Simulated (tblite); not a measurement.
A tight-binding relaxation on `N#CCCC[NH]` [radical].

Computed with GFN2-xTB geometry optimisation, gas phase (tblite 0.8.0). Start geometry: from a force field or distance geometry. A driver script takes a list of jobs; this job's settings line and coordinates (Å) are shown.

Command:
```bash
OMP_NUM_THREADS=1 python probes_run.py task.json out
```

Input:
```
{"job": {"kind": "relax", "xc": "GFN2-xTB", "basis": "xTB"}, "charge": 0, "multiplicity": 2}
N      2.207500    -1.077300     1.709200
C      1.785100    -0.421100     0.826300
C      1.294200     0.399300    -0.272800
C     -0.212100     0.589000    -0.218200
C     -0.984800    -0.704800    -0.267000
N     -2.400700    -0.295700    -0.197600
H      1.709500     1.450900    -0.211600
H      1.656100    -0.056200    -1.192900
H     -0.558300     1.307400    -0.994700
H     -0.431400     1.047600     0.783200
H     -0.836400    -1.270800    -1.224700
H     -0.832200    -1.355300     0.614400
H     -2.400900     0.387500     0.628900
```

Output:
```
step      E/eV     max force
  0    -484.96335    4.162
  1    -484.78719   13.636
  2    -485.25429    1.406
  3    -485.29024    0.666
  4    -485.33133    0.647
  5    -485.36038    0.893
  6    -485.38303    0.567
  7    -485.40380    0.389
  8    -485.42499    0.611
  9    -485.44104    0.469
... (24 lines left out)
 34    -485.49766    0.028
 35    -485.49775    0.025
 36    -485.49789    0.037
 37    -485.49805    0.039
 38    -485.49816    0.026
 39    -485.49821    0.014
 40    -485.49823    0.012
 41    -485.49825    0.014
 42    -485.49827    0.014
 43    -485.49829    0.010
```

«max force» is the largest atomic force in eV/Å.

Problem. From which step on does the largest force stay under 0.1 eV/Å, and how much energy is left to gain from there?

Solution. From step 23 (0.079 eV/Å), 3.3 meV above the end.

Main results: energy lowered by 12.3 kcal/mol over 43 steps; largest atomic force 0.010 eV/Å at the end.

On Arm Neoverse N1, one thread, no GPU (shared host), this took 0.28 s wall.
Labels such as C1 count atoms from 1, the log's own numbers from 0.
